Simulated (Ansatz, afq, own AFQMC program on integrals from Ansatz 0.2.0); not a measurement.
## CH4F, doublet in cc-pVTZ, levels against AFQMC with the constraint released

```xyz
6

C    -1.2181    0.0000    0.0000
H    -1.5813    1.0273    0.0000
H    -1.5813   -0.5137    0.8897
H    -1.5813   -0.5137   -0.8897
H    -0.0211    0.0000    0.0000
F     1.0229    0.0000    0.0000
```

Connectivity, by distances: CH3 ··· F, 1 bridging H.

Basis cc-pVTZ. Noble-gas cores (and the filled d shells of Ga–Kr and In–Xe) are frozen. Integrals, coupled cluster, full CI and functionals: Ansatz 0.2.0; the random walks run on the same integrals in our own AFQMC program. The CISD trial takes its coefficients from CCSD amplitudes. Released means that phaseless walkers are propagated on without the constraint, phases kept. ± is one standard error of the sampling.

Determinant: UHF, the one that the program's search chose, which needn't be the lowest solution. The geometry is a point of a scan.

No full CI on the walks' own integrals is used here. The released AFQMC energy serves as the reference, which it does only where one determinant dominates, the energy is flat over the last release times and near the phaseless one (40 meV or 2 meV an electron, half that with transition metals). On small molecules, where full CI could be run and the noise was under 10 meV, such values lay within 10 meV of it in 19 cases of 20, a flattering rate, since the rule was set on those same cases; what remains of the bias isn't in the error bar.

Cautions: the released value is read at 0.99 1/Eh with a noise of 12 meV, more than in the cases checked, later times being too noisy (meV from the phaseless value at times in 1/Eh: -5 ± 9 at 0.24, -8 ± 7 at 0.51, -18 ± 12 at 0.99, -32 ± 20 at 1.50).

- T1 diagnostic: 0.0120
- weight of the determinant in the CISD state: 0.887
- ⟨S²⟩ of the determinant: 0.775
- size of the correlated space: 15 electrons in 114 orbitals

| level | correlation energy (eV) |
| --- | --- |
| MP2 | -12.1310 |
| CCSD | -12.7392 |
| CCSD(T) | -13.1105 |

**Question.** Estimate where phaseless AFQMC with a CISD trial lies against CCSD(T) on the same integrals.

**Answer.** 0.18 ± 0.17 kcal/mol below CCSD(T). The gap is under twice the noise, so this walk alone can't tell the two apart.

Reference: AFQMC with the constraint released, correlation energy -13.136 ± 0.012 eV.

```
        level  E − E(reference) (kcal/mol)  share of correlation (%)
      CCSD(T)                  0.59 ± 0.28                     99.81
ph-AFQMC/CISD                  0.41 ± 0.33                     99.86
```

A walk keeps the symmetry of its determinant, which the program's search chose and which needn't be the lowest solution, so a lower state of the same spin and another symmetry isn't excluded. Released energies are given only where the last usable release times agree within the noise; a slower fall can still hide under it.
